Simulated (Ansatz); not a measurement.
# AlPNH (singlet): trial inputs and their diagnosis

4 inputs are run for AlPNH (singlet) as typed; the log has to tell whether the result can be used and what must change.

The runs use Ansatz 0.2.0, Gaussian basis; the settings change from run to run.

32 further runs of the same task are left out: 6 for a known fault of the program, 15 that didn't finish, 11 set aside as unsound or not needed.

### Step 1. What is computed

The geometry is a PBE0/def2-TZVP stationary point (not a proven minimum) of the parent state, kept for this charge and spin.

4 atoms, charge 0, spin multiplicity 1.

Atoms are counted from 1 here; the program's logs count them from 0.

Bond lengths: Al1–N2 1.771 Å, Al1–H4 1.594 Å, N2–P3 1.530 Å. Angles: N2–Al1–H4 118.3°, Al1–N2–P3 172.0°.

### Step 2. Input 1

in.yaml reads:

```yaml
crystal:
  periodic: [false, false, false]
  atoms:
    - {symbol: Al, position_ang: [0.000000, -0.112704, 1.722124]}
    - {symbol: N, position_ang: [0.000000, 0.075179, -0.038622]}
    - {symbol: P, position_ang: [0.000000, 0.025048, -1.568052]}
    - {symbol: H, position_ang: [0.000000, 1.202529, 2.623060]}
basis:
  gaussian: {orbitals: cc-pVDZ}
hamiltonian: {xc: r2scan}
correlation: {method: fic_mrcisd_q, electrons: outside_noble_gas, active_space: {window: {electrons: 2, orbitals: 2}}}
```

Started as:

```console
$ ansatz run in.yaml --threads 1 --pin off --events-out ev --progress --plain --max-ram 2393MiB
```

What it wrote:

```text
Error: invalid value for `correlation.active_space`: it starts from restricted Hartree–Fock orbitals; set hamiltonian.xc: hf without magnetization.spin_polarized
```

Run time: 0.03 s. Hardware: 1 thread of Intel Xeon at 2.50GHz, shared host.

Diagnosis: The run was refused. An active space is asked on a functional's orbitals. To mend it, start from Hartree-Fock.

### Step 3. Input 2

in.yaml reads:

```yaml
crystal:
  periodic: [false, false, false]
  atoms:
    - {symbol: Al, position_ang: [0.000000, -0.112704, 1.722124]}
    - {symbol: N, position_ang: [0.000000, 0.075179, -0.038622]}
    - {symbol: P, position_ang: [0.000000, 0.025048, -1.568052]}
    - {symbol: H, position_ang: [0.000000, 1.202529, 2.623060]}
basis:
  gaussian: {orbitals: cc-pVDZ}
magnetization: {spin_polarized: true, initial_magnetization: 0}
correlation: {method: bccd, electrons: valence}
```

The command is unchanged.

What it wrote:

```text
Functional definition: HF
  name "HF"
  cite "Fock, Z. Phys. 61, 126 (1930) doi:10.1007/BF01340294"
  parent pbe
  exchange = exact_x
  correlation = 0
552 factors; integrals over basis functions are off by at most 1.0e-3 eV
mean field evaluation 1: about -17346.7287 eV, gradient 2.3e1 eV
mean field evaluation 2: about -17346.7345 eV, gradient 2.3e1 eV
mean field evaluation 4: about -17349.5898 eV, gradient 1.9e0 eV
mean field evaluation 8: about -17349.6662 eV, gradient 2.3e-1 eV
mean field evaluation 16: about -17349.7708 eV, gradient 7.0e-1 eV
mean field evaluation 32: about -17351.2513 eV, gradient 5.6e-3 eV
mean field evaluation 64: about -17351.1273 eV, gradient 5.5e-1 eV
mean field evaluation 96: about -17351.1195 eV, gradient 1.1e-1 eV
mean field evaluation 128: about -17351.2322 eV, gradient 1.2e-1 eV
mean field evaluation 160: about -17349.3139 eV, gradient 8.3e0 eV
mean field evaluation 192: about -17351.1205 eV, gradient 4.8e-2 eV
mean field evaluation 224: about -17349.8147 eV, gradient 1.7e0 eV
mean field evaluation 256: about -17351.1168 eV, gradient 1.5e-1 eV
mean field evaluation 288: about -17347.8782 eV, gradient 9.9e-3 eV
mean field evaluation 320: about -17351.2299 eV, gradient 7.2e-2 eV
mean field evaluation 352: about -17351.1137 eV, gradient 2.5e-1 eV
mean field evaluation 384: about -17351.2342 eV, gradient 8.2e-2 eV
mean field evaluation 416: about -17347.7608 eV, gradient 7.5e0 eV
mean field evaluation 448: about -17348.6317 eV, gradient 5.7e-3 eV
mean field evaluation 480: about -17346.4167 eV, gradient 1.3e-2 eV
mean field evaluation 512: about -17349.1945 eV, gradient 5.1e-1 eV
mean field evaluation 544: about -17349.0408 eV, gradient 1.0e0 eV
mean field evaluation 576: about -17347.4215 eV, gradient 6.6e0 eV
mean field evaluation 608: about -17348.6317 eV, gradient 9.5e-4 eV
mean field evaluation 640: about -17351.1027 eV, gradient 4.7e-1 eV
mean field evaluation 672: about -17346.7979 eV, gradient 4.8e0 eV
mean field evaluation 704: about -17345.9126 eV, gradient 1.5e0 eV
mean field evaluation 736: about -17348.7495 eV, gradient 8.4e-1 eV
mean field evaluation 768: about -17348.0517 eV, gradient 3.9e0 eV
mean field evaluation 800: about -17349.2000 eV, gradient 5.8e-1 eV
mean field evaluation 832: about -17349.2875 eV, gradient 1.1e0 eV
mean field evaluation 864: about -17346.2046 eV, gradient 4.9e-1 eV
mean field evaluation 896: about -17351.2505 eV, gradient 4.9e-2 eV
mean field evaluation 928: about -17348.7771 eV, gradient 6.2e-3 eV
mean field evaluation 960: about -17348.2340 eV, gradient 4.5e0 eV
mean field evaluation 992: about -17350.8602 eV, gradient 4.5e0 eV
mean field evaluation 1024: about -17351.2483 eV, gradient 2.1e-1 eV
mean field evaluation 1056: about -17351.1204 eV, gradient 2.3e0 eV
mean field evaluation 1088: about -17350.9941 eV, gradient 3.4e0 eV
mean field evaluation 1120: about -17348.0620 eV, gradient 4.0e-4 eV
mean field evaluation 1152: about -17349.4531 eV, gradient 1.9e0 eV
mean field -17351.25132691 eV, -637.6467251633 hartree, gradient 1.7e-6 eV, S^2 1.098650; 23 other end points of the search recorded, 0 dependent functions left out
determinant -17351.25132691 eV, -637.6467251633 hartree, with singles and doubles -17360.17835407 eV, -637.9747873605 hartree
determinant -17351.11973451 eV, -637.6418892320 hartree, with singles and doubles -17360.07381306 eV, -637.9709455491 hartree
determinant -17349.66927992 eV, -637.5885860088 hartree, with singles and doubles -17359.94272872 eV, -637.9661282885 hartree
determinant -17348.78146041 eV, -637.5559592438 hartree, with singles and doubles -17357.04209720 eV, -637.8595320466 hartree
determinant -17348.77713721 eV, -637.5558003692 hartree, with singles and doubles -17358.88503203 eV, -637.9272586522 hartree
determinant -17348.63172041 eV, -637.5504564003 hartree, with singles and doubles -17357.90798472 eV, -637.8913528259 hartree
determinant -17348.06199452 eV, -637.5295193599 hartree, with singles and doubles -17355.59814652 eV, -637.8064678378 hartree
determinant -17347.87817737 eV, -637.5227642043 hartree, with singles and doubles -17357.97786671 eV, -637.8939209415 hartree
determinant -17347.86324372 eV, -637.5222154027 hartree, with singles and doubles -17357.30768667 eV, -637.8692922795 hartree
determinant -17351.25132691 eV, -637.6467251633 hartree, with singles and doubles -17360.18189318 eV, -637.9749174203 hartree
determinant -17351.11973451 eV, -637.6418892320 hartree, with singles and doubles -17360.09081471 eV, -637.9715703486 hartree
Error: SIGTERM received: run cancelled behind 1173 evaluations of the mean field
```

Wall time 2.1 min (1 thread of Intel Xeon at 2.50GHz, shared host).

What is wrong: The run was cut at its time limit. The job is too large for the time given. Cure: a smaller basis or space, or a lower level; a longer limit helps only where the log shows it near its end.

### Step 4. Input 3

in.yaml reads:

```yaml
crystal:
  periodic: [false, false, false]
  atoms:
    - {symbol: Al, position_ang: [0.000000, -0.112704, 1.722124]}
    - {symbol: N, position_ang: [0.000000, 0.075179, -0.038622]}
    - {symbol: P, position_ang: [0.000000, 0.025048, -1.568052]}
    - {symbol: H, position_ang: [0.000000, 1.202529, 2.623060]}
basis:
  gaussian: {orbitals: STO-3G}
correlation: {method: sc_nevpt2, electrons: valence, active_space: {window: {electrons: 2, orbitals: 2}, states: [{multiplicity: 1, irrep: 12, weights: [1]}]}}
```

Same command.

What it wrote:

```text
Functional definition: HF
  name "HF"
  cite "Fock, Z. Phys. 61, 126 (1930) doi:10.1007/BF01340294"
  parent pbe
  exchange = exact_x
  correlation = 0
the irreps are read with x along [0.000, 1.000, 0.000], y along [0.000, 0.000, 1.000] and z along [1.000, 0.000, 0.000] of the geometry given
418 factors; integrals over basis functions are off by at most 2.6e-8 eV
mean field evaluation 1: about -17143.5895 eV, gradient 2.1e1 eV
mean field evaluation 2: about -17143.6214 eV, gradient 2.1e1 eV
mean field evaluation 4: about -17145.4646 eV, gradient 2.4e0 eV
mean field evaluation 8: about -17145.5594 eV, gradient 1.1e-1 eV
mean field evaluation 16: about -17142.1673 eV, gradient 8.7e0 eV
mean field evaluation 32: about -17142.6576 eV, gradient 1.0e-6 eV
mean field evaluation 64: about -17143.5380 eV, gradient 2.6e1 eV
mean field -17145.55824782 eV, -630.0876439306 hartree, gradient 2.2e-6 eV, S^2 0.000000; 5 other end points of the search recorded, 0 dependent functions left out; unrestricted orbitals would lower it
reference -17145.55824782 eV, -630.0876439306 hartree; 18, 18 occupied and 6, 6 virtual orbitals, 418 factors
Error: the irrep 12 is not accepted for these orbitals, which take A', A'', or 1 to 2
```

Wall time 2.7 s (1 thread of Intel Xeon at 2.50GHz, shared host).

Diagnosis: The run stopped with an error. The symmetry label isn't in the molecule's group. Cure: name an irrep that the log lists.

### Step 5. Input 4

in.yaml reads:

```yaml
crystal:
  periodic: [false, false, false]
  atoms:
    - {symbol: Al, position_ang: [0.000000, -0.112704, 1.722124]}
    - {symbol: N, position_ang: [0.000000, 0.075179, -0.038622]}
    - {symbol: P, position_ang: [0.000000, 0.025048, -1.568052]}
    - {symbol: H, position_ang: [0.000000, 1.202529, 2.623060]}
basis:
  gaussian: {orbitals: cc-pVDZ}
correlation: {active_space: {window: {electrons: 20, orbitals: 14}}}
```

Same command.

What it wrote:

```text
Functional definition: HF
  name "HF"
  cite "Fock, Z. Phys. 61, 126 (1930) doi:10.1007/BF01340294"
  parent pbe
  exchange = exact_x
  correlation = 0
552 factors; integrals over basis functions are off by at most 1.0e-3 eV
mean field evaluation 1: about -17346.7287 eV, gradient 3.2e1 eV
mean field evaluation 2: about -17346.7345 eV, gradient 3.2e1 eV
mean field evaluation 4: about -17349.5898 eV, gradient 2.7e0 eV
mean field evaluation 8: about -17349.6691 eV, gradient 1.3e-1 eV
mean field evaluation 16: about -17346.4458 eV, gradient 2.1e1 eV
mean field evaluation 32: about -17333.6365 eV, gradient 1.4e-6 eV
mean field evaluation 64: about -17349.6677 eV, gradient 2.6e-1 eV
mean field evaluation 96: about -17347.8782 eV, gradient 2.3e-6 eV
mean field -17349.66927992 eV, -637.5885860088 hartree, gradient 1.4e-6 eV, S^2 0.000000; 10 other end points of the search recorded, 0 dependent functions left out
reference -17349.66927992 eV, -637.5885860088 hartree; 18, 18 occupied and 37, 37 virtual orbitals, 552 factors
```

It took 99 s on 1 thread of Intel Xeon at 2.50GHz, shared host.

What is wrong: The run was cut at its time limit. The job is too large for the time given. Cure: a smaller basis or space, or a lower level; a longer limit helps only where the log shows it near its end.

### Step 6. How the runs ended

| input | level | ended | cause | time |
| --- | --- | --- | --- | --- |
| 1 | MRCISD+Q(2,2)/cc-pVDZ | refused | an active space is asked on a functional's orbitals | 0.03 s |
| 2 | BCCD on UHF/cc-pVDZ | cut at its time limit | the job is too large for the time given | 2.1 min |
| 3 | NEVPT2(2,2)/STO-3G | stopped by an error | the symmetry label isn't in the molecule's group | 2.7 s |
| 4 | CASSCF(20,14)/cc-pVDZ | cut at its time limit | the job is too large for the time given | 99 s |

1 refused, 2 cut at its time limit, 1 stopped by an error.
